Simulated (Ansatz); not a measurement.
# Silicon, diamond under LDA: testing the k-point mesh

How fine must the k-point mesh be for energy and pressure to settle? The geometry was relaxed under LDA beforehand and stays fixed; 8 values are run, from 2×2×2 to 15×15×15. Wanted are the values from which on the energy stays within 10 and 1 meV/atom, and the pressure within 0.5 GPa, of the last run. Within the series other settings stay, but some runs also write fields, which adds to their time. Spin polarisation is left out.

Method: DFT LDA, plane waves with PAW, scalar-relativistic, in Ansatz 0.2.0.

1 further run of the same task is left out (set aside as unsound or not needed).

### Step 1. Starting point

It takes space group Fd-3m (No. 227, cubic). Conventional cell: a = 5.403 Å, b = 5.403 Å, c = 5.403 Å, α = 90.00°, β = 90.00°, γ = 90.00°. Si (site symmetry -43m) has 4 Si at 2.34 Å as nearest neighbours.

As a file:

```
Si
1.0
     0.00000    2.70166    2.70166
     2.70166    0.00000    2.70166
     2.70166    2.70166    0.00000
Si
2
Cartesian
  2.7017 2.7017 2.7017
  4.0525 4.0525 4.0525
```

### Step 2. k-mesh 2×2×2

The run at 2×2×2.

Input file input.yaml:

```yaml
crystal:
  lattice:
    - [0.0, 2.7016643793, 2.7016643793]
    - [2.7016643793, 0.0, 2.7016643793]
    - [2.7016643793, 2.7016643793, 0.0]
  atoms:
    - { symbol: Si, position: [0.5, 0.5, 0.5] }
    - { symbol: Si, position: [0.75, 0.75, 0.75] }
hamiltonian:
  xc: lda
  pseudopotentials:
    kind: paw
    azcp:
      Si: "pseudopotentials/Si.paw.azcp"
basis:
  ecutwfc: 420
  fft_grid_basis: typed
kpoints:
  mp_grid: { grid: [2, 2, 2], shift: [0, 0, 0] }
magnetization:
  spin_polarized: false
scf:
  occupations: { method: fermi_dirac, width: 0.05 }
  lower_state_search: "off"
output:
  stress: true
```

On the command line:

```bash
$ ansatz run input.yaml --threads 2 --pin off --max-ram 5120MiB --backend cpu --events-out ev --progress --plain --runs-dir out
```

### Step 3. k-mesh 3×3×3

The run at 3×3×3.

input.yaml: that of step 2 with these lines changed.

```diff
@@ -18,3 +18,3 @@
 kpoints:
-  mp_grid: { grid: [2, 2, 2], shift: [0, 0, 0] }
+  mp_grid: { grid: [3, 3, 3], shift: [0, 0, 0] }
 magnetization:
```

### Step 4. k-mesh 4×4×4

The run at 4×4×4.

input.yaml: that of step 3 with these lines changed.

```diff
@@ -18,3 +18,3 @@
 kpoints:
-  mp_grid: { grid: [3, 3, 3], shift: [0, 0, 0] }
+  mp_grid: { grid: [4, 4, 4], shift: [0, 0, 0] }
 magnetization:
```

### Step 5. k-mesh 5×5×5

The run at 5×5×5.

input.yaml: that of step 4 with these lines changed.

```diff
@@ -18,3 +18,3 @@
 kpoints:
-  mp_grid: { grid: [4, 4, 4], shift: [0, 0, 0] }
+  mp_grid: { grid: [5, 5, 5], shift: [0, 0, 0] }
 magnetization:
@@ -26 +26,5 @@
   stress: true
+  write_density: true
+  write_potential: true
+  elf: true
+  volumetric_format: npy
```

### Step 6. k-mesh 6×6×6

The run at 6×6×6.

input.yaml: that of step 5 with these lines changed.

```diff
@@ -18,3 +18,3 @@
 kpoints:
-  mp_grid: { grid: [5, 5, 5], shift: [0, 0, 0] }
+  mp_grid: { grid: [6, 6, 6], shift: [0, 0, 0] }
 magnetization:
@@ -26,5 +26 @@
   stress: true
-  write_density: true
-  write_potential: true
-  elf: true
-  volumetric_format: npy
```

### Step 7. k-mesh 8×8×8

The run at 8×8×8.

input.yaml: that of step 6 with these lines changed.

```diff
@@ -18,3 +18,3 @@
 kpoints:
-  mp_grid: { grid: [6, 6, 6], shift: [0, 0, 0] }
+  mp_grid: { grid: [8, 8, 8], shift: [0, 0, 0] }
 magnetization:
```

### Step 8. k-mesh 11×11×11

The run at 11×11×11.

input.yaml: that of step 7 with these lines changed.

```diff
@@ -18,3 +18,3 @@
 kpoints:
-  mp_grid: { grid: [8, 8, 8], shift: [0, 0, 0] }
+  mp_grid: { grid: [11, 11, 11], shift: [0, 0, 0] }
 magnetization:
```

### Step 9. k-mesh 15×15×15

The run at 15×15×15.

input.yaml: that of step 8 with these lines changed.

```diff
@@ -18,3 +18,3 @@
 kpoints:
-  mp_grid: { grid: [11, 11, 11], shift: [0, 0, 0] }
+  mp_grid: { grid: [15, 15, 15], shift: [0, 0, 0] }
 magnetization:
```

(Steps that only read results are left out.)

**Question.** What will these runs give? Wanted: pressure at 15×15×15.

**Answer**, as computed:

| quantity | value |
| --- | --- |
| E(σ → 0) stays within 10 meV/atom of 15×15×15 | from 8×8×8 on |
| E(σ → 0) stays within 1 meV/atom | from 11×11×11 on |
| pressure stays within 0.5 GPa | from 5×5×5 on |
| pressure at 15×15×15 | -0.07 GPa |
| CPU time, dearest over cheapest | 7.7 |

The far end, 2×2×2, lies +1330 meV/atom and +7.7 GPa from the yardstick. 1 meV/atom needs 11×11×11. With a gap, the sums settle fast. The last mesh is only the yardstick of this series and isn't shown to be converged.
